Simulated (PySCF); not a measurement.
Spin states of NaP⁺

Unrestricted PBE0; basis Na def2-SVP, P def2-SVP; no relativity; PySCF 2.14. Outer shells of the fragments: Na+ closed shells only; P 3s2 3p3.

Followed along the bond (rough minima from three points):

| 2Ms+1 | unpaired | ⟨S²⟩ at the start | R at minimum (Å) | Te (eV) |
| --- | --- | --- | --- | --- |
| 4 | σ ↑, π ↑↑ | 3.75 | 3.13 | 0.00 |
| 2 | σ ↓, π ↑↑ | 1.76 | 3.19 | 0.70 |
| 2 | σ ↑, π ↑↓ | 1.76 | 3.16 | 0.72 |
| 2 | π ↑ | 0.75 | 3.00 | 1.38 |

Solutions found at the starting distance of 2.740 Å, counted from the lowest of them; the search is not exhaustive and high or unbound solutions are not listed, so other states can lie among these:

```csv
2Ms+1,unpaired,term,E (eV),⟨S²⟩,⟨Lz²⟩,μ (D)
4,"σ ↑, π ↑↑",⁴Σ⁻,0.00,3.75,0.00,-5.81
2,"σ ↓, π ↑↑",mixed,0.72,1.76,0.00,-5.79
2,"σ ↑, π ↑↓",mixed,0.73,1.76,2.02,-5.78
2,π ↑,²Π,1.37,0.75,1.01,-5.40
2,σ ↑,mixed,1.98,0.75,2.00,-5.66
2,π ↑,²Π,2.53,0.75,1.01,-5.77
4,"σ ↑↑, π ↑",⁴Π,6.58,3.75,1.01,4.25
```

A term symbol is given only where ⟨S²⟩ and ⟨Lz²⟩ are close to those of a pure state; real π, δ and φ orbitals otherwise mix terms. A positive dipole points towards P; it is taken about the centre of mass and depends on that origin.
